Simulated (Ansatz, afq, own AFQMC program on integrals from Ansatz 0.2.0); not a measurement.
Two steps: Ansatz 0.2.0 writes the Fock matrix and Cholesky factors of the valence space, and afq projects on them the lowest state that overlaps trial and start.

```yaml
crystal:
  periodic: [false, false, false]
  atoms:
    - {symbol: Al, position_ang: [0.000000, -0.099186, 0.516486]}
    - {symbol: C, position_ang: [0.000000, 0.178054, -1.133383]}
    - {symbol: H, position_ang: [0.000000, 0.865196, 1.773778]}
    - {symbol: H, position_ang: [0.000000, -0.331784, -2.094091]}
basis:
  gaussian: {orbitals: cc-pVDZ}
magnetization: {spin_polarized: false, initial_magnetization: 1}
correlation: {method: ccsd_t, electrons: outside_noble_gas, hamiltonian_folder: ham}
```

```sh
$ ansatz run in.yaml --threads 1 --pin off --events-out ev --progress --plain --max-ram 1382MiB
```

Options of the walk:

```
--method free --trial cisd --walkers 60 --time-step 0.03 --max-blocks 80 --target-error 0.00036 --factor-cut 1e-05 --seed 177 --times 0,0.3,0.6,1.2,1.8,2.4,3.6,4.8,6 --taylor-order 8
```

Times are imaginary, in 1/Eh. The walk had a cap of 1011 s.

Output of the walk:

```
orbitals 36  electrons 5 4  factors 274 of 401
reference energy -280.78027760 Eh
CCSD correlation -0.21118015 Eh in 14 cycles, weight of the determinant in the CISD state 0.8503
repeat  energy at the last time / Eh  error
    10  -281.001725  0.002495
    20  -281.001071  0.001719
    30  -281.000301  0.001266
    40  -281.000222  0.001123
    50  -280.999856  0.000952
    60  -281.000624  0.000943
    70  -281.000695  0.000907
    80  -281.000956  0.000923
time / (1/Eh)  energy / Eh  error  mean overlap
  0.00  -280.991310  0.000192  1.1738
  0.30  -280.996194  0.000195  1.1813
  0.60  -280.998715  0.000251  1.1801
  1.20  -281.000647  0.000298  1.1821
  1.80  -281.001457  0.000362  1.1861
  2.40  -281.001346  0.000471  1.2139
  3.60  -281.002749  0.000602  1.2115
  4.80  -281.002643  0.000828  1.2246
  6.00  -281.000956  0.000923  1.2671
energy -281.000956 +/- 0.000923 Eh
```

The run passed its tests (error under three times the target), which doesn't prove that it has relaxed.

Against this walk (error 25.1 meV) on the same determinant: CCSD(T) 13.9 meV higher (within the noise), CCSDT(Q) 49.3 meV lower (within the noise). The error is statistical, and a free projection of finite length keeps a remainder of its start. The last points scatter (meV from the last: -14 ± 10 at 1.80, -11 ± 13 at 2.40, -49 ± 16 at 3.60, -46 ± 23 at 4.80, 0 ± 25 at 6.00); the last is the one printed as the energy, and the gaps above move with that scatter.

Cautions: remainder of the start not in the error; error above the target (25.1 against 9.8 meV); higher spins were not checked; a spin-contaminated unrestricted determinant lies lower (UHF 791 meV lower, ⟨S²⟩ 1.49).

The walk took 3.9 min on 1 thread of Arm Neoverse V2 (shared host). The log's last line is the free-projection energy.

CCSDT and higher add their correlation energy to the determinant of the CCSD(T) run, since their own runs factorise the integrals more tightly (a shift of under 2 meV). A walk keeps the symmetry of its determinant, which the program's search chose and which needn't be the lowest solution, so a lower state of the same spin and another symmetry isn't excluded.
